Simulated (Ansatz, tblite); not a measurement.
Cost and result up the ladder for Li₂H₂ (the lowest singlet isomer of a short search) (4 atoms). Total charge 0; singlet. Geometry: PBE-D4/def2-TZVP.

```xyz
4

Li   -0.974    0.057    0.591
Li    0.978   -0.067   -0.583
H    -0.546   -0.889   -0.813
H     0.541    0.899    0.805
```

Ansatz on 4 threads of Arm Neoverse V1 on a shared host; xTB runs through tblite on one thread. Times are rough, summed over both states, and most runs start from the orbitals of an earlier one. CCSD(T)/def2-TZVPP serves as the yardstick here, not as an exact answer. Differences are given only for rows in sets of like size (and for xTB, whose basis is part of the method), since another set adds its own error. The other state is a quintet at its own geometry, which has other bonds, so the gap mixes isomer and spin.

The xTB rows come from tblite. HSE06 is defined as in plane-wave codes, on full-range PBE exchange. Correlated methods freeze no core orbitals; core or outer-core shells of Li are correlated, in sets that lack core-valence functions. In the quintet geometry the species has come apart into loosely held pieces. The structure comes from a short search, and lower isomers may exist.

Correlated methods converge slowly with the basis.

xTB has no spin-polarisation term.

| level | functions | wall time | quintet − singlet (eV) | difference from CCSD(T)/def2-TZVPP (eV) |
| --- | --- | --- | --- | --- |
| GFN1-xTB | 12 | 0.002 s | 11.43 | 4.44 |
| GFN2-xTB | 10 | 0.002 s | 11.07 | 4.08 |
| HF/STO-3G | 12 | 0.1 s | 6.41 | – |
| MP2/def2-TZVP | 40 | 0.2 s | 6.21 | -0.78 |
| PBE-D4/def2-TZVP | 40 | 0.45 s | 6.37 | -0.62 |
| revPBE-D4/def2-TZVP | 40 | 0.45 s | 6.18 | -0.81 |
| RPA@PBE/def2-TZVP | 40 | 0.65 s | 6.21 | -0.78 |
| PBE0-D4/def2-TZVP (with forces) | 40 | 0.65 s | 6.40 | -0.59 |
| HSE06-D4/def2-TZVP | 40 | 0.65 s | 6.40 | -0.59 |
| CCSD(T)/def2-TZVPP | 66 | 0.8 s | 6.99 | 0.00 |
| r2SCAN-D4/def2-TZVP | 40 | 1.2 s | 6.67 | -0.32 |
| r2SCAN0-D4/def2-TZVP | 40 | 1.2 s | 6.68 | -0.31 |
| ωB97M-V/def2-TZVP | 40 | 1.5 s | 7.33 | 0.34 |
| B97M-V/def2-TZVP | 40 | 1.6 s | 7.47 | 0.48 |
